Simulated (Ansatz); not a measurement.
# C₂H₄FNS: small, medium and large basis sets

An exercise on one series of results from a longer session: the logs are not shown, and one member is left open.

Program: Ansatz 0.2.0, Gaussian basis. Level of theory: one geometry, several basis sets. These are calculated values, not measurements.

Plan: PBE0-D4/def2-SVP; ωB97M-V/def2-SVP; PBE0-D4/def2-QZVPP; ωB97M-V/def2-QZVPP; the functionals' def2-TZVPP values are taken from earlier runs.

**Structure used throughout**

An earlier PBE0-D4 in a triple-zeta def2 set relaxation fixed the geometry.

SMILES `NC1(F)CS1`, 9 atoms, charge 0, spin multiplicity 1.

Atoms are counted from 1 here; the program's logs count them from 0.

Bond lengths: N1–C2 1.407 Å, N1–H6 1.008 Å, N1–H7 1.013 Å, C2–F3 1.358 Å, C2–C4 1.478 Å, C2–S5 1.794 Å, C4–S5 1.823 Å, C4–H8 1.085 Å, C4–H9 1.085 Å. Angles: C2–N1–H6 111.8°, C2–N1–H7 112.0°, H6–N1–H7 110.9°, N1–C2–F3 109.6°, N1–C2–C4 125.8°, N1–C2–S5 118.1°, F3–C2–C4 114.1°, F3–C2–S5 116.8°, C4–C2–S5 66.9°, C2–C4–S5 64.9°, C2–C4–H8 117.4°, C2–C4–H9 118.2°, S5–C4–H8 114.9°, S5–C4–H9 115.7°, H8–C4–H9 115.8°, C2–S5–C4 48.2°.

Geometry (Å):

| atom | x (Å) | y (Å) | z (Å) |
| --- | --- | --- | --- |
| N1 | 1.0234 | 0.9897 | -0.1918 |
| C2 | 0.3001 | -0.2020 | -0.3833 |
| F3 | 1.1562 | -1.2099 | -0.6939 |
| C4 | -0.8803 | -0.6315 | 0.3946 |
| S5 | -1.2280 | -0.1210 | -1.3205 |
| H6 | 0.4305 | 1.8022 | -0.2610 |
| H7 | 1.5329 | 0.9878 | 0.6835 |
| H8 | -0.9932 | -1.6932 | 0.5867 |
| H9 | -1.2531 | 0.0314 | 1.1685 |

Set-up of the first run:

in.yaml reads:

```yaml
crystal:
  periodic: [false, false, false]
  atoms:
    - {symbol: N, position_ang: [1.023385, 0.989690, -0.191759]}
    - {symbol: C, position_ang: [0.300148, -0.201986, -0.383288]}
    - {symbol: F, position_ang: [1.156179, -1.209927, -0.693919]}
    - {symbol: C, position_ang: [-0.880323, -0.631457, 0.394648]}
    - {symbol: S, position_ang: [-1.228037, -0.120996, -1.320457]}
    - {symbol: H, position_ang: [0.430516, 1.802241, -0.260981]}
    - {symbol: H, position_ang: [1.532851, 0.987773, 0.683459]}
    - {symbol: H, position_ang: [-0.993166, -1.693174, 0.586710]}
    - {symbol: H, position_ang: [-1.253054, 0.031437, 1.168488]}
basis:
  gaussian: {orbitals: def2-SVP}
hamiltonian: {xc: pbe0, dispersion: d4}
output: {orbitals: {seedname: orbitals}}
```

Among the steps run: PBE0-D4 in def2-SVP; ωB97M-V in def2-SVP; PBE0-D4 in def2-QZVPP; ωB97M-V in def2-QZVPP.

One table of the session follows, with a row left open; its other results are not shown here.

It belongs to the step «Functionals by basis». 

| functional | basis | HOMO (eV) | LUMO (eV) |
| --- | --- | --- | --- |
| PBE0-D4 | def2-SVP | ? | ? |
| PBE0-D4 | def2-TZVPP | -7.06 | -0.22 |
| PBE0-D4 | def2-QZVPP | -7.10 | -0.40 |
| ωB97M-V | def2-SVP | -9.13 | 2.43 |
| ωB97M-V | def2-TZVPP | -9.29 | 1.78 |
| ωB97M-V | def2-QZVPP | -9.34 | 1.29 |

**Question.** Estimate the row for PBE0-D4, def2-SVP.

The run gave: HOMO (eV): -6.92; LUMO (eV): 0.24. In the column «HOMO (eV)» it is the highest.
